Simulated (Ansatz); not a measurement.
Mulliken charges of `C#CCS` from PBE/def2-TZVPP in Ansatz (PBE0-D4/def2-TZVP geometry).

```tsv
atom	x (Å)	y (Å)	z (Å)	charge (e)
C1	-0.860	1.547	-1.105	0.108
C2	-0.247	0.762	-0.436	-0.327
C3	0.479	-0.197	0.366	-0.182
S4	-0.394	-1.802	0.327	-0.162
H5	-1.400	2.247	-1.697	0.205
H6	0.546	0.155	1.397	0.128
H7	1.489	-0.324	-0.029	0.128
H8	0.479	-2.445	1.120	0.102
```

Problem. By hand: the dipole of these point charges (1 e Å = 4.8032 D).

Solution. Σ q r = (-0.013, 0.435, -0.155) e Å, of length 0.462 e Å = 2.22 D.

Problem. How does the dipole of the full density compare? (Best estimate.)

Solution. Computed: (0.261, 0.095, 0.141) e Å, 1.50 D; the point charges give 1.48 times that, at 84° from its direction.

Point charges leave out the atoms' own dipoles, such as those of lone pairs, and Mulliken's split depends on the basis, so the two needn't agree.
